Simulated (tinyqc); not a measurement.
A ladder of methods, and size consistency: correlation methods against full CI in the sto-3g basis, for H2O, spin multiplicity 1. Computed by the program tinyqc with PySCF. All electrons correlated; +Q is the Davidson correction (1 - c0^2) E_corr. The last columns treat two copies 100 angstrom apart as one system. FCI is the lowest singlet.

Geometry (angstrom):
```
atom       x        y       z
O     0.0000   0.0000  0.0000
H     0.0000   0.7080  0.5310
H     0.0000  -0.7080  0.5310
```

RHF energy of one = -74.936390 hartree

Correlation energies (hartree):
```
method   E_corr of one  share of FCI (%)  E_corr of two at 100 angstrom  two minus twice one (mhartree)
MP2           -0.02979            73.067                       -0.05959                           0.000
CISD          -0.04034            98.928                       -0.07923                           1.452
CISD+Q        -0.04109           100.777                       -0.08202                           0.162
CCSD          -0.04069            99.781                       -0.08137                           0.000
CCSD(T)       -0.04074            99.921                       -0.08149                           0.000
FCI           -0.04078           100.000                              -                               -
```

What does the comparison show, and why?

MP2 recovers 73 %, CISD 98.9 % and CCSD 99.8 % of the FCI value (c0^2 = 0.981 in CISD). MP2 and coupled cluster are size consistent, so their last column vanishes; CISD loses 1.45 mhartree, since a double excitation on each copy is a quadruple of the pair, and the Davidson correction leaves +0.16.
